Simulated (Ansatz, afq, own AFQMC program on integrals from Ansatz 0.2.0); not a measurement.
AFQMC on a folder of integrals that Ansatz 0.2.0 wrote.

```yaml
crystal:
  periodic: [false, false, false]
  atoms:
    - {symbol: C, position_ang: [-0.012321, 0.000000, 0.537024]}
    - {symbol: C, position_ang: [-0.024749, 0.000000, -0.760916]}
    - {symbol: H, position_ang: [1.108811, -0.000004, 0.553530]}
    - {symbol: H, position_ang: [-0.333542, 0.912927, 1.057190]}
    - {symbol: H, position_ang: [-0.333548, -0.912924, 1.057190]}
basis:
  gaussian: {orbitals: cc-pVDZ}
magnetization: {spin_polarized: true, initial_magnetization: 1}
correlation: {method: ccsd_t, electrons: outside_noble_gas, hamiltonian_folder: ham}
```

```sh
$ ansatz run in.yaml --threads 1 --pin off --events-out ev --progress --plain --max-ram 1382MiB
```

afq runs on the folder ham with

```
--method free --trial cisd --walkers 60 --time-step 0.03 --max-blocks 80 --target-error 0.0004 --factor-cut 1e-05 --seed 1826 --times 0,0.21,0.42,0.81,1.2,1.8,2.4,3 --taylor-order 8
```

Times are imaginary, in 1/Eh. The walk had a cap of 1706 s.

```
orbitals 41  electrons 6 5  factors 334 of 392
reference energy -77.31113404 Eh
CCSD correlation -0.26042842 Eh in 16 cycles, weight of the determinant in the CISD state 0.8839
repeat  energy at the last time / Eh  error
    10  -77.579874  0.000892
    20  -77.580352  0.000676
    30  -77.580409  0.000729
    40  -77.580407  0.000658
    50  -77.580732  0.000618
    60  -77.580275  0.000654
    70  -77.580364  0.000619
    80  -77.580212  0.000559
time / (1/Eh)  energy / Eh  error  mean overlap
  0.00  -77.571692  0.000205  1.1315
  0.21  -77.575839  0.000238  1.1363
  0.42  -77.577543  0.000247  1.1416
  0.81  -77.579279  0.000293  1.1384
  1.20  -77.579832  0.000308  1.1394
  1.80  -77.580285  0.000355  1.1556
  2.40  -77.580541  0.000434  1.1407
  3.00  -77.580212  0.000559  1.1522
energy -77.580212 +/- 0.000559 Eh
```

**Question.** Estimate how long the walk took on 1 thread of Arm Neoverse N1, on a shared host.

**Answer.** 11 min of wall time.

The run passed its tests (error under three times the target), which doesn't prove that it has relaxed.

Against this walk (error 15.2 meV) on the same determinant: CCSD(T) 35.4 meV higher, the released energy of a separate walk with a CISD trial 25.8 ± 23.1 meV higher (within the noise). The error is statistical, and a free projection of finite length keeps a remainder of its start.

Cautions: remainder of the start not in the error; error above the target (15.2 against 10.9 meV).

A walk keeps the symmetry of its determinant, which the program's search chose and which needn't be the lowest solution, so a lower state of the same spin and another symmetry isn't excluded.
